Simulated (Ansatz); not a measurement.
# AlPH+ (triplet): wave-function methods side by side, cc-pVDZ

How much of the correlation energy of AlPH+ (triplet) does each wave-function method recover here?

The runs use Ansatz 0.2.0, Gaussian basis; cc-pVDZ, core rule «outside noble gas», up to 10 orbitals frozen.

To be run: UHF; CCSD(T) on ROHF; CCSD(T) on UHF; BCCD(T) on ROHF; CISD; CCSDT(Q) on ROHF; CCSDT(Q) on UHF; CCSDTQ on ROHF; CCSDTQ on UHF.

15 further runs of the same task are left out: 10 for a known fault of the program, 5 set aside as unsound or not needed.

## (1) The geometry

The geometry is a PBE0/def2-TZVP stationary point (not a proven minimum) of the parent state, kept for this charge and spin.

3 atoms, charge 1, spin multiplicity 3.

Atoms are counted from 1 here; the program's logs count them from 0.

Bond lengths: Al1–P2 2.386 Å, Al1–H3 1.614 Å. Angles: P2–Al1–H3 114.3°.

Coordinates:

```xyz
3
AlHP
Al    0.0000   -0.1077    1.2377
P     0.0000    0.0510   -1.1432
H     0.0000    1.3154    1.9991
```

## (2) UHF

Contents of in.yaml:

```yaml
crystal:
  periodic: [false, false, false]
  atoms:
    - {symbol: Al, position_ang: [0.000000, -0.107696, 1.237712]}
    - {symbol: P, position_ang: [0.000000, 0.051009, -1.143237]}
    - {symbol: H, position_ang: [0.000000, 1.315423, 1.999097]}
basis:
  gaussian: {orbitals: cc-pVDZ}
total_charge: 1
magnetization: {spin_polarized: true, initial_magnetization: 2}
hamiltonian: {xc: hf}
output: {orbitals: {seedname: orbitals}}
```

Command:

```
$ ansatz run in.yaml --threads 1 --pin off --events-out ev --progress --plain --max-ram 4096MiB --backend cpu
```

After this run come: CCSD(T) on ROHF; CCSD(T) on UHF; BCCD(T) on ROHF; CISD; CCSDT(Q) on ROHF; CCSDT(Q) on UHF; CCSDTQ on ROHF; CCSDTQ on UHF.

Q: Predict the results of all the runs planned. Wanted: UCCSDTQ below the RHF energy; RMP2 from UCCSDTQ; UMP2 from UCCSDTQ; RCCSD from UCCSDTQ; RCCSD(T) from UCCSDTQ; UCCSD(T) from UCCSDTQ; RCCSDT(Q) from UCCSDTQ; UCCSDT(Q) from UCCSDTQ; T1 diagnostic.

The runs gave:

| quantity | value |
| --- | --- |
| UCCSDTQ below the RHF energy | -4.5196 eV |
| RMP2 from UCCSDTQ | +1116.4 meV |
| UMP2 from UCCSDTQ | +1212.4 meV |
| RCCSD from UCCSDTQ | +217.2 meV |
| RCCSD(T) from UCCSDTQ | +58.5 meV |
| UCCSD(T) from UCCSDTQ | +69.5 meV |
| RCCSDT(Q) from UCCSDTQ | +1.5 meV |
| UCCSDT(Q) from UCCSDTQ | +0.1 meV |
| levels within 1 kcal/mol (43 meV) | RCCSDT, UCCSDT, RCCSDT(Q), UCCSDT(Q), RCCSDTQ |
| T1 diagnostic | 0.039 |

In words: RCCSD(T) lands +58.5 meV from the yardstick (1.3 % of the correlation energy). These misses are within one basis, not against nature; the frozen cores of restricted and unrestricted runs differ, which can shift their rows.
